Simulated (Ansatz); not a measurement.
# Structure relaxation of As3P

Theory: Ansatz, DFT PBE, scalar-relativistic, plane waves, PAW. Cutoff 420 eV, Γ-centred k mesh, Gaussian smearing, no spin polarisation in the final step.

As3P was placed on the Ni3Sn (D0_19) structure type (P6_3/mmc, No. 194), with P in place of Sn, As in place of Ni, at a guessed volume.

```yaml
crystal:
  lattice:
    - [6.14817, 0.00000, 0.00000]
    - [-3.07409, 5.32447, 0.00000]
    - [0.00000, 0.00000, 4.93486]
  atoms:
    - { symbol: P, position: [0.33333, 0.66667, 0.25000] }
    - { symbol: P, position: [0.66667, 0.33333, 0.75000] }
    - { symbol: As, position: [0.83300, 0.66600, 0.25000] }
    - { symbol: As, position: [0.16700, 0.83300, 0.75000] }
    - { symbol: As, position: [0.33400, 0.16700, 0.25000] }
    - { symbol: As, position: [0.16700, 0.33400, 0.75000] }
    - { symbol: As, position: [0.83300, 0.16700, 0.25000] }
    - { symbol: As, position: [0.66600, 0.83300, 0.75000] }
```

Cell and atoms relax at zero pressure; the relaxation can't lower the symmetry of the start. After a coarse first stage the cell is made exact in the group found at 0.06 Å.

Energies over the elements count from the elements' standard structures at the same level, with no empirical corrections.

Problem. Which crystal results?

Solution. It keeps P6_3/mmc (No. 194), but not the shape of the type it started on. Conventional cell: a = 7.835 Å, c = 4.479 Å. P has 6 As at 2.65 Å; around As lie 2 As at 2.44 Å and 2 P at 2.65 Å.

```cif
data_structure
_symmetry_space_group_name_H-M 'P6_3/mmc'
_symmetry_Int_Tables_number 194
_cell_length_a 7.8349
_cell_length_b 7.8349
_cell_length_c 4.4788
_cell_angle_alpha 90.000
_cell_angle_beta 90.000
_cell_angle_gamma 120.000
_cell_volume 238.10
loop_
_atom_site_label
_atom_site_type_symbol
_atom_site_symmetry_multiplicity
_atom_site_Wyckoff_symbol
_atom_site_fract_x
_atom_site_fract_y
_atom_site_fract_z
_atom_site_occupancy
P1 P 2 c 0.33333 0.66667 0.25000 1
As1 As 6 h 0.77039 0.54079 0.25000 1
```

Problem. What are its volume, energy, density and gap?

Solution. The volume per atom is 29.8 Å³. The density is 3.6 g/cm³. The energy over the elements is 0.37 eV/atom and the gap on the 6×6×8 mesh is 0 eV (a metal).

The final run used a 6×6×8 mesh on its 8-atom cell and 0.10 eV smearing. The k mesh leaves about 4 meV/atom of noise in metals. No dispersion correction is applied, so the spacing between layers, chains or molecules is poorly fixed, and with it the volume and density. Symmetry constrained the relaxation, so the result can be a saddle point.